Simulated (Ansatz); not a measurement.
fcc Yb was calculated with rVV10 (Ansatz, a program for electronic structure, PAW).

Run with plane-wave cutoff 500 eV, 24×24×24 k mesh, Fermi–Dirac smearing 0.1 eV, no spin polarisation, scalar-relativistic PAW data made under PBE.

Computed at the level's own relaxed cell.

Problem. Give the computed volume per atom and lattice parameter a.

Solution. 
- volume per atom: 33.52 Å³/atom
- lattice parameter a: 5.118 Å

Measured, for comparison: equilibrium volume per atom 41.24 Å³/atom, lattice constant a 5.485 Å (293 K, no zero-point or thermal correction; as tabulated in Wikipedia's data pages). Computed (rounded) less measured: equilibrium volume per atom -18.7 %, lattice constant a -6.7 %.

Spin–orbit coupling is not included.

Computed values are for the static lattice.

Computing time: very roughly 80 core-seconds.
